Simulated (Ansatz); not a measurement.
Ansatz (a program for electronic structure) input (CCSD(T)/6-311+G**): A basis named .json is the Basis Set Exchange file of that set (core-valence sets with the plain set on hydrogen).

Ansatz 0.2 input:
```yaml
crystal:
  periodic: [false, false, false]
  atoms:
    - {symbol: O, position_ang: [0.00702152, 0.00134342, 0.11666744]}
    - {symbol: H, position_ang: [-0.04995842, 0.75929218, -0.47415850]}
    - {symbol: H, position_ang: [-0.00621371, -0.77003954, -0.45918106]}
basis:
  gaussian:
    orbitals: 6-311+G__.json
magnetization: {spin_polarized: false}
correlation: {method: ccsd_t, electrons: outside_noble_gas}
```

Output:

```
Functional definition: HF
integrals: 0.00 GiB planned
274 factors; integrals over basis functions are off by at most 1.0e-3 eV
mean field: 0.05 GiB planned
mean field evaluation 1: about -2067.6715 eV, gradient 3.3e1 eV
mean field evaluation 2: about -2067.6716 eV, gradient 3.3e1 eV
mean field evaluation 4: about -2069.4814 eV, gradient 1.5e0 eV
mean field evaluation 8: about -2069.4894 eV, gradient 3.1e-5 eV
mean field evaluation 16: about -2069.4822 eV, gradient 1.5e0 eV
mean field -2069.48937653 eV, -76.0523318372 hartree, gradient 2.8e-6 eV, S^2 0.000000; 0 other end points of the search recorded, 0 dependent functions left out
1 core orbitals not correlated
reference -2069.48937653 eV, -76.0523318372 hartree; 4, 4 occupied and 29, 29 virtual orbitals, 274 factors
second order -6.04858734 eV of doubles, -0.00000000 eV of singles
coupled cluster: 0.06 GiB planned
cycle   1  -6.06209891 eV  change   -1.4e-2 eV  update   4.6e-2
cycle   2  -6.19252137 eV  change   -1.3e-1 eV  update   1.3e-2
cycle   3  -6.22454966 eV  change   -3.2e-2 eV  update   6.0e-3
cycle   4  -6.22094483 eV  change    3.6e-3 eV  update   9.6e-4
cycle   5  -6.22133040 eV  change   -3.9e-4 eV  update   3.5e-4
cycle   6  -6.22127937 eV  change    5.1e-5 eV  update   7.4e-5
cycle   7  -6.22126225 eV  change    1.7e-5 eV  update   1.9e-5
cycle   8  -6.22126507 eV  change   -2.8e-6 eV  update   6.0e-6
perturbative correction -0.14514360 eV, -0.0053339288 hartree
Total energy: -2075.85578520 eV, -76.2862930403 hartree
```
